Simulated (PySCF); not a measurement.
Ligands exchanged one at a time, Al F-NH2. Isolated molecules, 0 K electronic values unless said otherwise. Strings in code marks are SMILES.

The HOMO–LUMO gap from two functionals at the same geometries (B3LYP-D3(BJ)/def2-TZVP), both in PySCF: PBE-D3(BJ)/def2-TZVP and B3LYP-D3(BJ)/def2-TZVP. B3LYP has the VWN-RPA correlation part, as in Gaussian. 

| species | PBE-D3(BJ)/def2-TZVP (eV) | B3LYP-D3(BJ)/def2-TZVP (eV) |
|---|---|---|
| 0 of 3 F replaced by NH2 (`[F][Al]([F])[F]`) | 7.20 | 9.49 |
| 1 of 3 F replaced by NH2 | 5.02 | 6.74 |
| 2 of 3 F replaced by NH2 (`[NH2][Al]([F])[NH2]`) | 4.83 | 6.51 |
| 3 of 3 F replaced by NH2 (`[NH2][Al]([NH2])[NH2]`) | 4.77 | 6.43 |

Over these rows, drawn at random from the members with no instability flagged (it was tested for open shells, ions and some series alone), PBE minus B3LYP-D3(BJ): mean -1.84 eV, from -2.30 eV to -1.67 eV.
